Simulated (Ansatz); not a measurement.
**UMP2/cc-pVTZ run of BF2 (SMILES F[B]F)**

Aim: the energy change on altering one bond length of BF2 at UMP2/cc-pVTZ, from 2 runs. 

The calculation is run with Ansatz 0.2.0.

39 further runs of the same task are left out: 39 set aside as unsound or not needed.

## Step 1: The system as given

The species is BF2 (3 atoms), meant as a doublet with charge 0. As SMILES, `F[B]F`. The coordinates come from a PBE0-D4/def2-TZVP relaxation.

Bond lengths: F1–B2 1.306 Å, B2–F3 1.306 Å. Angles: F1–B2–F3 121.1°.

## Step 2: A single-point energy at UMP2/cc-pVTZ

File in.yaml:

```yaml
crystal:
  periodic: [false, false, false]
  atoms:
    - {symbol: F, position_ang: [0.513100, -1.044300, 0.160000]}
    - {symbol: B, position_ang: [0.279000, 0.240500, 0.181300]}
    - {symbol: F, position_ang: [-0.802900, 0.738900, -0.354600]}
basis:
  gaussian:
    orbitals: cc-pVTZ
magnetization:
  spin_polarized: true
  initial_magnetization: 1
correlation:
  method: mp2
  frozen_orbitals: {B: 1, F: 1}
accuracy: high
```

Started as:

```bash
$ ansatz run in.yaml --threads 1 --pin off --max-ram 3480MiB --events-out events.jsonl --progress --plain --runs-dir runs
```

Output:

```text
Warning: RAYON_NUM_THREADS=1 ignored (pool sized by the plan → 1); use --threads N
Functional definition: HF
  name "HF"
  exchange = exact_x
  correlation = 0
1422 factors; integrals over basis functions are off by at most 2.9e-9 eV
mean field evaluation 1: about -6085.1991 eV, gradient 2.2e1 eV
mean field evaluation 2: about -6085.2049 eV, gradient 2.2e1 eV
mean field evaluation 4: about -6087.3021 eV, gradient 2.4e0 eV
mean field evaluation 8: about -6087.3889 eV, gradient 1.3e-1 eV
mean field -6087.38906031 eV, -223.7074217860 hartree, gradient 1.8e-8 eV, S^2 0.752194; 0 other end points of the search recorded, 0 dependent functions left out
3 core orbitals not correlated: weight in the atoms' cores, before any rotation towards them, 1.000 or more for the frozen orbitals, at most 0.000 for the correlated occupied ones
reference -6087.38906031 eV, -223.7074217860 hartree; 9, 8 occupied and 78, 79 virtual orbitals, 1422 factors
second order -15.52572087 eV of doubles, -0.00000000 eV of singles
Total energy: -6102.91478119 eV, -224.2779815043 hartree
```

It took 1.8 s on 1 thread of Arm Neoverse V2, shared host; peak memory 0.19 GiB.

## Step 3: The distorted shape

File job.yaml:

```yaml
crystal:
  periodic: [false, false, false]
  atoms:
    - symbol: F
      position_ang: [0.583336, -1.429774, 0.153609]
    - symbol: B
      position_ang: [0.279000, 0.240500, 0.181300]
    - symbol: F
      position_ang: [-0.802900, 0.738900, -0.354600]
basis:
  gaussian:
    orbitals: cc-pVTZ
total_charge: 0
magnetization:
  spin_polarized: true
  initial_magnetization: 1
correlation:
  method: mp2
  frozen_orbitals: {B: 1, F: 1}
accuracy: high
```

Started as:

```bash
$ ansatz run job.yaml --threads 1 --pin off --max-ram 3480MiB --events-out events.jsonl --progress --plain --runs-dir runs
```

Output:

```text
Warning: RAYON_NUM_THREADS=1 ignored (pool sized by the plan → 1); use --threads N
[... 4 set-up lines as earlier in the session ...]
1395 factors; integrals over basis functions are off by at most 3.5e-9 eV
mean field evaluation 1: about -6082.1977 eV, gradient 2.6e1 eV
mean field evaluation 2: about -6082.2032 eV, gradient 2.6e1 eV
mean field evaluation 4: about -6085.2623 eV, gradient 2.9e0 eV
mean field evaluation 8: about -6085.4213 eV, gradient 2.9e-1 eV
mean field -6085.42298160 eV, -223.6351697259 hartree, gradient 8.2e-8 eV, S^2 0.758758; 0 other end points of the search recorded, 0 dependent functions left out
3 core orbitals not correlated: weight in the atoms' cores, before any rotation towards them, 1.000 or more for the frozen orbitals, at most 0.000 for the correlated occupied ones
reference -6085.42298160 eV, -223.6351697259 hartree; 9, 8 occupied and 78, 79 virtual orbitals, 1395 factors
second order -15.84290446 eV of doubles, -0.00000000 eV of singles
Total energy: -6101.26588606 eV, -224.2173857261 hartree
```

Run time: 1.7 s. Hardware: 1 thread of Arm Neoverse V2, shared host; peak memory 0.19 GiB.

## Step 4: Results

Level: UMP2/cc-pVTZ, 3 core orbitals frozen.

| quantity | value |
| --- | --- |
| first shape: total energy | -224.27798 Eh |
| first shape: correlation energy (3 core orbitals frozen) | -570.6 mEh |
| first shape: ⟨S²⟩ of the reference determinant | 0.752 |
| distorted shape: total energy | -224.21739 Eh |
| distorted shape: correlation energy (3 core orbitals frozen) | -582.2 mEh |
| distorted shape: ⟨S²⟩ of the reference determinant | 0.759 |
| energy change with the F1–B2 bond stretched from 1.306 to 1.698 Å | 1.649 eV |

With the F1–B2 bond stretched from 1.306 to 1.698 Å the energy rises by 1.65 eV (38 kcal/mol). The first shape isn't relaxed at this level, so the change isn't measured from a minimum.
